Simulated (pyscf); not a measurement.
HB=O (SMILES B=O) + CH₄ (SMILES C) → H₃C–B=O (SMILES CB=O) + H₂ (SMILES [H][H]), a four-centre exchange (singlet surface; B–H, C–H broken, B–C, H–H formed). PySCF, gas phase, ωB97X-D3(BJ)/def2-SVP geometries. Energies in eV from the separated reactants.

Small-basis levels: PySCF, no dispersion term, spherical d functions. AM1 to PM7: differences of heats of formation from MOPAC, which are fitted to 298 K values and so differ in kind from electronic energies by zero-point and thermal terms. GFN2-xTB: tblite. Cost: rough CPU time at the saddle relative to B3LYP/6-31G*, from one job on a shared machine.

```tsv
level	barrier	reaction energy	cost
HF/STO-3G	5.94	+0.31	0.05
HF/6-31G*	4.30	+0.26	0.08
SVWN5/6-31G*	2.27	-0.03	0.8
BP86/6-31G*	2.92	+0.05	1
B3LYP/LANL2DZ	3.35	-0.06	0.8
B3LYP/6-31G*	3.30	+0.12	1
GFN2-xTB	3.56	+0.76	under 0.02
AM1	3.37	-0.28	under 0.02
PM3	2.55	-0.72	under 0.02
ωB97M-D3(BJ)/def2-TZVP	3.09	+0.04	–
```

Against the last row the barrier runs from -0.82 (SVWN5/6-31G*) to +2.85 eV (HF/STO-3G). ωB97M-D3(BJ)/def2-TZVP has limits of its own. At the saddle there is also a short B–H contact that neither side keeps. The same reactants have a lower exit, to H₃C–BH–OH (barrier +2.21 eV at ωB97M-D3(BJ)/def2-TZVP, against +3.09 eV here). This is the saddle that the search found; another between the same sides may lie lower.
